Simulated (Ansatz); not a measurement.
## hcp Hf

Level of theory: r²SCAN (Ansatz, a first-principles code, plane waves, PAW).

Settings: plane-wave cutoff 500 eV, 18×12×1 k mesh (along the axes of the cell as run), Fermi–Dirac smearing 0.1 eV, scalar-relativistic PAW data made under PBE.

Cell: relaxed at this level.

| Property | Result |
|---|---|
| surface energy of the (10-10) face | 2.06 J/m² |
| work function of the (10-10) face | 3.90 eV |

The slab of 10 atoms is relaxed and unreconstructed.

Spin–orbit coupling is not included.

The computed numbers hold no vibrational or temperature effects.

The result took around 50 core-minutes (rough).
